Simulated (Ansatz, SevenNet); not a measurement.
For tetragonal perovskite BaTiO3 (room-temperature form, which distorts further on cooling), the machine-learned potential SevenNet-0 (trained on PBE and PBE+U data) gives:

| Property | Value |
|---|---|
| lattice parameter a | 3.994 Å |
| c axis length | 4.257 Å |

Question: What does r²SCAN+SOC in Ansatz (plane waves, PAW) give for the same quantities?

Answer: 
- lattice constant a: 3.972 Å (drops by 0.6 %)
- lattice parameter c: 4.113 Å (drops by 3.4 %)

For comparison: lattice constant a 3.994 Å (measured, 300 K, not corrected to a static lattice; as tabulated in Wikipedia's data pages); lattice parameter c 4.034 Å (measured, 300 K, not corrected to a static lattice; as tabulated in Wikipedia's data pages).

Changes are worked out from the printed values.

Unless a cell is named, each level is at its own relaxed cell (SevenNet-0 13.58, r²SCAN+SOC 12.98 Å³/atom).

Caveats: the relaxation could not lower the start's symmetry, so the cell can be a saddle point above a distorted one (SevenNet-0, r²SCAN+SOC). Ansatz's density-functional and Hartree–Fock values are scalar-relativistic unless marked +SOC, with PAW data made under PBE.

Ansatz is a quantum-chemistry and plane-wave program.
